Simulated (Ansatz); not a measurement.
We consider chalcopyrite CdGeAs₂, described by r²SCAN (Ansatz, an electronic-structure program, plane waves, PAW).

Numerical settings: plane-wave cutoff 560 eV, 8×8×8 k mesh, Fermi–Dirac smearing 0.01 eV, scalar-relativistic PAW data made under PBE.

Computed points:

```json
[
 {"V (Å³/atom)": "24.249", "E − E_lowest (meV/atom)": "8.39", "P (GPa)": "2.758"},
 {"V (Å³/atom)": "24.754", "E − E_lowest (meV/atom)": "2.02", "P (GPa)": "1.304"},
 {"V (Å³/atom)": "25.259", "E − E_lowest (meV/atom)": "0.00", "P (GPa)": "0.004"},
 {"V (Å³/atom)": "25.765", "E − E_lowest (meV/atom)": "1.84", "P (GPa)": "-1.148"},
 {"V (Å³/atom)": "26.270", "E − E_lowest (meV/atom)": "7.11", "P (GPa)": "-2.179"}
]
```

Problem. Estimate the bulk modulus and its pressure derivative from these points.

Solution. V0 = 25.261 Å³/atom, B0 = 61.1 GPa, B′ = 4.9 (fit to the energies at full precision).

Shape and atoms are relaxed at each volume.

Measured, for comparison: bulk modulus 69.9 GPa (temperature not stated, not corrected to a static lattice; as tabulated in Toher et al. (2017), arXiv:1611.05714). Computed (rounded) less measured: bulk modulus -13 %.

Note: the bulk modulus comes from volumes at which shape and atoms were relaxed.
